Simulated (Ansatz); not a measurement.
## Relaxing TlSi

Theory: DFT PBE, scalar-relativistic, plane waves, PAW in Ansatz. Cutoff 420 eV, Γ-centred k mesh, Gaussian smearing, no spin polarisation in the final step.

The start puts TlSi on the wurtzite structure type (P6_3mc, No. 186), with Tl in place of Zn, Si in place of O, at a guessed volume.

```xyz
4
Lattice="4.1165 0.0000 0.0000 -2.0582 3.5650 0.0000 0.0000 0.0000 6.5924" Properties=species:S:1:pos:R:3 pbc="T T T"
Tl    0.0000    2.3767    0.0000
Tl    2.0582    1.1883    3.2962
Si    0.0000    2.3767    2.5190
Si    2.0582    1.1883    5.8152
```

Cell and atoms relax at zero pressure; the relaxation can't lower the symmetry of the start. After a coarse first stage the cell is made exact in the group found at 0.06 Å.

The zero of energy is the elements' standard structures at the same level; no fitted shifts are applied.

(1) What does it relax into?

(2) What are its volume, energy, density and gap?

Results:

(1) It keeps P6_3mc (No. 186). The result has the wurtzite structure. Conventional cell: a = 4.191 Å, c = 7.693 Å. Tl has 4 Si at 2.64–2.71 Å; Si is coordinated by 4 Tl at 2.64–2.71 Å.

```
Tl Si
1.0
     4.19060    0.00000    0.00000
    -2.09530    3.62916    0.00000
     0.00000    0.00000    7.69299
Tl Si
2 2
Direct
  0.33333 0.66667 0.01973
  0.66667 0.33333 0.51973
  0.33333 0.66667 0.36237
  0.66667 0.33333 0.86237
```

(2) The volume per atom is 29.25 Å³, the density is 6.60 g/cm³ and the energy over the elements is 0.71 eV/atom. The gap on the 12×12×6 mesh is 0 eV (a metal).

The final run used a 12×12×6 mesh on its 4-atom cell and 0.10 eV smearing. For metals, differences of a few meV/atom aren't resolved. Spin–orbit coupling is left out. Symmetry constrained the relaxation, so the result can be a saddle point.

Cost: 3 runs of about 2.1 core-minutes in all, on Arm Neoverse V1 (shared hosts).